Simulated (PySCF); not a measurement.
Species: 3-methyl-2-butanol, C5H12O.
SMILES with atom numbers: `[CH3:1][CH:2]([CH3:3])[C@H:4]([CH3:5])[OH:6]` (hydrogens: H7, H8, H9 on C1; H10 on C2; H11, H12, H13 on C3; H14 on C4; H15, H16, H17 on C5; H18 on O6)

Cartesian coordinates in Å at the PBE0-D3(BJ)/def2-SVP level; atoms count from 1:
```
atom  x, y, z in Å
C1    -1.6782    1.0362    0.0566
C2    -0.6062    0.0152   -0.3086
C3    -0.9276   -1.3515    0.2873
C4     0.7778    0.5272    0.1068
C5     1.9263   -0.3643   -0.3379
O6     0.7666    0.6806    1.5096
H7    -2.6746    0.6987   -0.2676
H8    -1.7019    1.1908    1.1455
H9    -1.4816    2.0117   -0.4161
H10   -0.5795   -0.0778   -1.4098
H11   -1.9395   -1.6731   -0.0028
H12   -0.2263   -2.1298   -0.0490
H13   -0.8842   -1.3077    1.3860
H14    0.9070    1.5174   -0.3808
H15    1.8707   -1.3509    0.1450
H16    2.8944    0.0884   -0.0664
H17    1.9243   -0.5064   -1.4296
H18    1.6327    0.9954    1.7852
```

ESP-fitted charges (e) from the PBE0/pcSseg-1 density (PySCF), one withheld:

```json
{"atom": "C1", "bonded to": "C2 H7 H8 H9", "charge": "-0.6383"}
{"atom": "C2", "bonded to": "C1 C3 C4 H10", "charge": "+0.4868"}
{"atom": "C3", "bonded to": "C2 H11 H12 H13", "charge": "-0.5201"}
{"atom": "C4", "bonded to": "C2 C5 O6 H14", "charge": "+0.3038"}
{"atom": "C5", "bonded to": "C4 H15 H16 H17", "charge": "?"}
{"atom": "O6", "bonded to": "C4 H18", "charge": "-0.6792"}
{"atom": "H7", "bonded to": "C1", "charge": "+0.1522"}
{"atom": "H8", "bonded to": "C1", "charge": "+0.1720"}
{"atom": "H9", "bonded to": "C1", "charge": "+0.1253"}
{"atom": "H10", "bonded to": "C2", "charge": "-0.0527"}
{"atom": "H11", "bonded to": "C3", "charge": "+0.1159"}
{"atom": "H12", "bonded to": "C3", "charge": "+0.1073"}
{"atom": "H13", "bonded to": "C3", "charge": "+0.1495"}
{"atom": "H14", "bonded to": "C4", "charge": "-0.0073"}
{"atom": "H15", "bonded to": "C5", "charge": "+0.1551"}
{"atom": "H16", "bonded to": "C5", "charge": "+0.1388"}
{"atom": "H17", "bonded to": "C5", "charge": "+0.1287"}
{"atom": "H18", "bonded to": "O6", "charge": "+0.4280"}
```

(1) What is the charge on C5?

(2) Add each hydrogen's charge to the atom that carries it.

(3) Across which bond do the charges differ most?

(4) Take the bonds between elements whose Pauling electronegativities differ by more than 0.25. In how many does the more electronegative atom carry the lower charge?

(5) How much positive and how much negative charge does this set hold in all?

Answers

(1) The charges add up to the total charge, 0. The others sum to +0.5658, which leaves -0.5658 e for C5 (methyl carbon); the computed value is -0.5657, the difference coming from rounding.

(2) C1 -0.1888, C2 +0.4341, C3 -0.1474, C4 +0.2965, C5 -0.1431, O6 -0.2512.

(3) C2–C1: +0.4868 on C2 against -0.6383 on C1, a difference of 1.1251 e.

(4) In 11 of 13; it doesn't in C2–H10 and C4–H14.

(5) +2.4634 e on 12 atoms and -2.4633 e on 6.

The ESP scheme fits charges at the nuclei, held to the total charge, to the electrostatic potential on points at 1.4 to 2.0 times the van der Waals radii. Isolated species at its PBE0-D3(BJ)/def2-SVP geometry (one conformer only).
